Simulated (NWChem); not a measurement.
Species: CH6Si; SMILES C[SiH3]

Computed with NWChem. Pople sets run with spherical d functions. Coordinates come from a PBE0/def2-SVP optimisation. Computed dipoles belong to the equilibrium geometry; the measured one is vibrationally averaged.

Measured dipole moment: 0.74 D (NIST CCCBDB, as tabulated in the package chemicals).

Q: Which of these levels lies farthest from the measured value, and how do the others fare: B3LYP/6-31+G*; B3LYP/6-31G*; B3LYP/STO-3G; B3LYP/3-21G; B3LYP/6-311++G**; B3LYP/def2-SVPD; B3LYP/def2-TZVP; B3LYP/aug-cc-pVTZ; B3LYP/def2-SVP?

A: B3LYP/STO-3G.
| level | dipole moment (D) | computed − measured |
|---|---|---|
| B3LYP/STO-3G | 0.23 | -0.51 |
| B3LYP/3-21G | 0.75 | +0.01 |
| B3LYP/6-31G* | 0.83 | +0.09 |
| B3LYP/6-31+G* | 0.78 | +0.04 |
| B3LYP/def2-SVP | 0.78 | +0.04 |
| B3LYP/def2-SVPD | 0.77 | +0.03 |
| B3LYP/def2-TZVP | 0.80 | +0.06 |
| B3LYP/6-311++G** | 0.72 | -0.02 |
| B3LYP/aug-cc-pVTZ | 0.78 | +0.04 |
